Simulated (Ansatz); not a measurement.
Geometry optimisation, Ansatz, RKS PBE/6-31G*.

Input file:

```yaml
crystal:
  periodic: [false, false, false]
  atoms:
    - { symbol: Al, position_ang: [0.0, 0.0, 0.0] }
    - { symbol: H, position_ang: [0.0, 0.0, 1.91] }
    - { symbol: H, position_ang: [1.351, 0.0, -0.78] }
    - { symbol: H, position_ang: [-1.351, 0.0, -0.78] }
    - { symbol: O, position_ang: [0.0869, -1.972, 0.6559] }
    - { symbol: H, position_ang: [-0.4595, -2.5566, 0.0397] }
    - { symbol: H, position_ang: [0.0439, -0.9965, 1.8084] }
basis:
  gaussian: { orbitals: "6-31G*" }
hamiltonian:
  xc: pbe
relax:
  f_tol: 0.15
  max_steps: 25
  restrain:
    - { distance: [0, 4], at: 1.78, k: 30.0 }
    - { distance: [6, 1], at: 0.66, k: 30.0 }
    - { distance: [0, 1], at: 2.76, k: 30.0 }
    - { distance: [6, 4], at: 2.21, k: 30.0 }
output:
  orbitals: {}
```

Command:

```bash
$ ansatz run input.yaml --threads 1 --pin off --max-ram 2048MiB --backend cpu --events-out ev --progress --plain --runs-dir out
```

Question: Where does it end, and by what steps?

Answer: It converged. The restraints hold the end off the free minimum. After 8 steps the energy has fallen by 1.958 eV (the restraints' own energy left out); Al1 moved furthest, 0.65 Å. Joined: H2–H7 (1.00 → 0.72 Å).

```csv
step,energy less start (eV),largest force component (eV/Å),accepted
0,0.0000,3.684,yes
1,-0.5823,4.489,yes
2,-1.2488,3.535,yes
3,-1.7743,2.290,yes
4,-1.9019,1.909,yes
5,-1.8867,2.249,no
6,-1.9452,1.477,yes
7,-1.9565,1.464,yes
8,-1.9580,1.479,yes
```

```xyz
7
Properties=species:S:1:pos:R:3
Al 0.047 -0.473 -0.440
H 0.006 -0.076 2.293
H 1.422 0.301 -0.653
H -1.400 0.104 -0.824
O 0.191 -2.094 0.235
H -0.653 -2.579 0.282
H 0.058 -0.708 1.962
```

The run took 8.6 s on 1 thread of Arm Neoverse V2 (shared host), peak memory 0.1 GiB.
